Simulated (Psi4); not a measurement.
# doublet C2H5NS+: UB2PLYP/cc-pVDZ (density fitting for correlation)

Aim: a single-point energy of doublet C2H5NS+. 

The results are computed with Psi4 1.11.

## Step 1: The system as given

The species is C2H5NS+ (9 atoms), meant as a doublet with charge +1. As SMILES of the parent species, `[H]/N=C(/C)S`. The shape is that of a PBE0-D4/def2-TZVP optimisation. That shape belongs to the parent species and isn't relaxed for this state.

Bond lengths: C1–C2 1.494 Å, C2–N3 1.262 Å, C2–S4 1.781 Å, C1–H5 1.093 Å, C1–H6 1.093 Å, C1–H7 1.089 Å, N3–H8 1.019 Å, S4–H9 1.342 Å. Some angles: C1–C2–N3 121.1°, C1–C2–S4 116.7°, N3–C2–S4 122.2°, C2–C1–H5 110.6°, C2–C1–H6 110.6°, C2–C1–H7 108.9°, C2–N3–H8 112.9°, C2–S4–H9 97.8°, H5–C1–H6 107.8°, H5–C1–H7 109.5°.

## Step 2: A single-point energy at UB2PLYP/cc-pVDZ (density fitting for correlation)

Contents of c2h5ns_ase.py:

```python
import numpy as np
from ase.calculators.psi4 import Psi4
from ase import Atoms

mol = Atoms(['C', 'C', 'N', 'S', 'H', 'H', 'H', 'H', 'H'], positions=[
    [0.539700, 0.823300, -0.338400],
    [-0.043800, -0.522700, -0.054500],
    [0.371500, -1.552400, -0.654500],
    [-1.341500, -0.591100, 1.162800],
    [0.969200, 1.255300, 0.568800],
    [-0.231300, 1.507700, -0.700900],
    [1.316700, 0.718700, -1.094000],
    [-0.111800, -2.401800, -0.366400],
    [-1.380200, 0.716700, 1.459800],
])
calc = Psi4(atoms=mol, method='b2plyp', basis='cc-pVDZ', memory='1600MB', num_threads=1, charge=1, multiplicity=2, label='psi4-calc', reference='uks')
calc.psi4.set_options({'puream': True, 'e_convergence': 1e-09, 'd_convergence': 1e-08, 'scf_type': 'pk', 'dft_radial_points': 99, 'dft_spherical_points': 590, 'num_frozen_docc': 8, 'maxiter': 100})
mol.calc = calc

print(f'energy: {mol.get_potential_energy():.6f} eV')
```

Started as:

```
$ python c2h5ns_ase.py
```

**Question.** What will come out? Wanted: total energy; HOMO energy; LUMO energy; ⟨S²⟩.

Answer, from the run:

At UB2PLYP/cc-pVDZ (density fitting for correlation), 8 core orbitals frozen:

| quantity | value |
| --- | --- |
| total energy | -531.52408 Eh |
| HOMO energy (SCF part's orbitals) (highest over α and β) | -15.52 eV |
| LUMO energy (SCF part's orbitals) (lowest over α and β) | -10.23 eV |
| ⟨S²⟩ | 0.815 |
